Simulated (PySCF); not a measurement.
Compound: C2H2O.
Geometry (PBE0-D3(BJ)/def2-SVP, Å), atoms numbered from 1 in this order:
```xyz
5
C2H2O angstrom
C     -0.542    0.023    0.029
C      0.770   -0.032   -0.042
O      1.928   -0.081   -0.105
H     -1.042    0.992    0.049
H     -1.115   -0.903    0.068
```

All values: CAM-B3LYP/def2-SVPD (PySCF, non-relativistic), on one gas-phase PBE0-D3(BJ)/def2-SVP geometry that isn't relaxed in the solvent. The solvent is an IEF-PCM continuum (cavity from Bondi-type radii × 1.2), and excitations are vertical TDDFT with non-equilibrium linear response and a frozen core. Specific hydrogen bonds and non-electrostatic terms are outside this model.

| run | E − E(gas) (kcal/mol) | HOMO (eV) | HOMO–LUMO gap (eV) | dipole (D) | lowest singlet (eV) | static polarisability (au) |
| --- | --- | --- | --- | --- | --- | --- |
| gas | 0.00 | -8.53 | 8.69 | 1.59 | 3.84 | 28.0 |
| P | -2.46 | -8.43 | 8.74 | 2.07 | 3.87 | 35.8 |
| Q | -1.84 | -8.44 | 8.73 | 1.95 | 3.86 | 33.7 |

Q: The runs were made in acetone and chloroform. Which run belongs to which solvent?

A: P = acetone, Q = chloroform. The dielectric constants are 4.711 (chloroform), 20.49 (acetone), and the energy falls further as ε rises. The optical constants n² used for the excitations are 2.09, 1.85 in the same order. In this model the ground state sees the solvent through ε alone.

Q: How constant is the ratio of the lowering to (ε − 1)/(2ε + 1)?

A: 
```csv
solvent,(ε − 1)/(2ε + 1),E − E(gas) (kcal/mol),ratio (kcal/mol),polarisation term (kcal/mol)
chloroform,0.356,-1.84,-5.2,-2.04
acetone,0.464,-2.46,-5.3,-2.81
```

The ratio changes by +2.4 % in size from chloroform to acetone. The polarisation term is half the interaction of the solute with the induced surface charges.
